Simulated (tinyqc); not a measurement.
Ways to converge the cycle: SCF convergence aids in the sto-6g basis, for CH2, spin multiplicity 3. Computed by the program tinyqc with PySCF. 

Geometry (angstrom):

| atom | x | y | z |
|---|---|---|---|
| C | 0.0000 | 0.0000 | 0.0000 |
| H | 0.0000 | 1.2600 | 0.5980 |
| H | 0.0000 | -1.2600 | 0.5980 |

lowest solution found by these runs and by PySCF with stability checks = -38.709927 hartree

UHF with one setting changed at a time; a run stops when the energy changes by less than 1e-09 hartree and the error matrix is below 1e-5. The start is the core Hamiltonian. Damping d keeps d of the old density; a shift (hartree) raises the virtual levels; DIIS n extrapolates F over n matrices.

Largest element of the error matrix X^T (FDS - SDF) X:

| iteration | plain | damping 0.3 | damping 0.6 | shift 0.4 | DIIS 3 | DIIS 8 |
|---|---|---|---|---|---|---|
| 1 | 2.5e-01 | 2.5e-01 | 2.5e-01 | 2.5e-01 | 2.5e-01 | 2.5e-01 |
| 2 | 6.8e-02 | 6.5e-02 | 1.6e-01 | 1.6e-01 | 6.8e-02 | 6.8e-02 |
| 3 | 1.4e-02 | 2.1e-02 | 9.9e-02 | 4.2e-02 | 1.6e-02 | 1.6e-02 |
| 4 | 7.2e-03 | 1.1e-02 | 5.9e-02 | 1.3e-02 | 5.0e-03 | 5.0e-03 |
| 5 | 4.8e-03 | 7.2e-03 | 3.5e-02 | 5.4e-03 | 3.6e-03 | 3.6e-03 |
| 6 | 3.5e-03 | 5.4e-03 | 2.1e-02 | 3.1e-03 | 2.3e-03 | 2.1e-03 |
| 8 | 2.1e-03 | 3.6e-03 | 8.9e-03 | 1.9e-03 | 1.7e-04 | 8.1e-05 |
| 10 | 1.5e-03 | 2.5e-03 | 4.8e-03 | 1.2e-03 | 1.4e-05 | 2.1e-06 |
| 14 | 7.2e-04 | 1.4e-03 | 3.2e-03 | 6.0e-04 | - | - |
| 20 | 2.5e-04 | 6.9e-04 | 1.9e-03 | 2.8e-04 | - | - |
| 30 | 4.1e-05 | 2.1e-04 | 9.2e-04 | 8.5e-05 | - | - |
| 45 | - | 3.3e-05 | 3.4e-04 | 1.4e-05 | - | - |
| 60 | - | - | 1.2e-04 | - | - | - |

How each run ends:

| run | iterations | E (hartree) | state |
|---|---|---|---|
| plain | 41 | -38.70993 | lowest found |
| damping 0.3 | 57 | -38.70993 | lowest found |
| damping 0.6 | >60 | -38.70993 | falls steadily but slowly, by a factor of about 0.93 a step |
| shift 0.4 | 50 | -38.70993 | lowest found |
| DIIS 3 | 13 | -38.70993 | lowest found |
| DIIS 8 | 11 | -38.70993 | lowest found |

5 of 6 runs reach the lowest solution found, in 11 to 57 iterations (fastest: DIIS 8). Not converged: damping 0.6. Plain steps already contract here, so damping only slows them. DIIS 3 and DIIS 8 gain by cancelling the error over several earlier matrices, much as a quasi-Newton step does.
